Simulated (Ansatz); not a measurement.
We consider fluorite CdF2, described by r²SCAN+SOC (Ansatz, a program for electronic structure, plane waves, PAW).

Numerical settings: plane-wave cutoff 560 eV, 12×12×12 k mesh, Fermi–Dirac smearing 0.01 eV, PAW data made under PBE.

The cell has the measured lattice: a = b = c = 5.3880 Å, α = β = γ = 90.00°.

Problem. Predict the band gap and smallest direct gap on the k points sampled.

Solution. 
* **band gap**: 3.79 eV (indirect)
* **smallest direct gap on the k points sampled**: 4.22 eV

Measured, for comparison: band gap 7.8 eV (temperature not stated, not corrected to a static lattice, indirect W–Γ; as tabulated in Cappellini et al. (2013), arXiv:1302.2571). Computed (rounded) less measured: band gap -4.01 eV.

Note: cell and atoms aren't relaxed at this level.

The computed numbers hold no vibrational or temperature effects.

Cost on a shared machine: around 60 core-seconds (rough).
